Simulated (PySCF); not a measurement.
**Changing the system itself: LiN**

One physical setting of the base script is moved in each run, with the edits that it forces.

Method: each script names its method and basis; program: PySCF 2.14.0.

2 further runs of the same task are left out: 2 that didn't finish.

## 1. The starting structure

LiN: 2 atoms, charge 0, spin multiplicity 1.

Bond lengths: Li1–N2 1.940 Å.

## 2. The base run

File input.py:

```python
from pyscf import gto, scf

mol = gto.M(
    atom='Li 0 0 0; N 0 0 1.94',
    basis='sbkjc',
    ecp={'Li': 'sbkjc', 'N': 'sbkjc'},
    charge=0,
    spin=0,
    verbose=4,
)
mf = scf.RHF(mol)
mf.kernel()
mf.stability(internal=True, external=True)
mf.dip_moment()
print('orbital energies (hartree):', mf.mo_energy[..., max(0, mol.nelec[1]-3):mol.nelec[0]+3].round(4))
```

Started as:

```console
$ OMP_NUM_THREADS=1 python input.py
```

The log of this run is left out.

Base result: E(SCF) = -9.705976 Eh, 11 cycles, μ = 7.57 D, internal stable; real -> complex unstable; RHF/RKS -> UHF/UKS unstable.

The bond length is a typed value, not an optimised one.

## 3. PCM, ε = 20.5

Variant 1 changes solvent: none (gas phase) → PCM, ε = 20.5; step after the SCF: stability → analyze.

File input.py:

```python
from pyscf import gto, scf, solvent

mol = gto.M(
    atom='Li 0 0 0; N 0 0 1.94',
    basis='sbkjc',
    ecp={'Li': 'sbkjc', 'N': 'sbkjc'},
    charge=0,
    spin=0,
    verbose=4,
)
mf = scf.RHF(mol)
mf = solvent.PCM(mf)
mf.with_solvent.eps = 20.5
mf.kernel()
mf.mulliken_pop()
mf.dip_moment()
print('orbital energies (hartree):', mf.mo_energy[..., max(0, mol.nelec[1]-3):mol.nelec[0]+3].round(4))
```

Started as:

```console
$ OMP_NUM_THREADS=1 python input.py
```

## 4. Quintet (UHF)

Variant 2 changes spin (2S): 0 → 4; SCF type: RHF → UHF.

File input.py:

```python
from pyscf import gto, scf

mol = gto.M(
    atom='Li 0 0 0; N 0 0 1.94',
    basis='sbkjc',
    ecp={'Li': 'sbkjc', 'N': 'sbkjc'},
    charge=0,
    spin=4,
    verbose=4,
)
mf = scf.UHF(mol)
mf.kernel()
mf.stability(internal=True, external=True)
mf.dip_moment()
print('orbital energies (hartree):', [e[max(0, n-3):n+3].round(4) for e, n in zip(mf.mo_energy, mol.nelec)])
```

## 5. Bond 1.552 Å

Variant 3 changes bond length: 1.94 Å → 1.552 Å.

Changes to input.py since step 2:

```diff
@@ -3,3 +3,3 @@
 mol = gto.M(
-    atom='Li 0 0 0; N 0 0 1.94',
+    atom='Li 0 0 0; N 0 0 1.552',
     basis='sbkjc',
```

**Question.** What will these runs give? Wanted: for each run, E(SCF); from base; gap, α spin; SCF dipole; after the SCF.

**Answer**, as computed:

```
          run  E(SCF) (hartree)  from base (eV)  cycles  gap, α spin (eV)  SCF dipole (D)                                            after the SCF
         base         -9.705976               0      11              7.93            7.57            unstable: real -> complex, RHF/RKS -> UHF/UKS
PCM, ε = 20.5         -9.743349         -1.0170      10             10.11            8.40                                                      n/a
quintet (UHF)         -9.789253         -2.2661      10              5.48            4.10                             unstable: UHF/UKS -> GHF/GKS
 bond 1.552 Å         -9.663418         +1.1581      11              8.70            6.38  unstable: internal, real -> complex, RHF/RKS -> UHF/UKS
```

The largest comparable shift of the SCF energy, -2.266 eV, comes with the run “quintet (UHF)”. A continuum solvent with ε = 20.5 lowers the energy by 1.017 eV. The quintet solution found lies 2.27 eV below the base singlet at this geometry and level, so the base is not the lowest spin state.
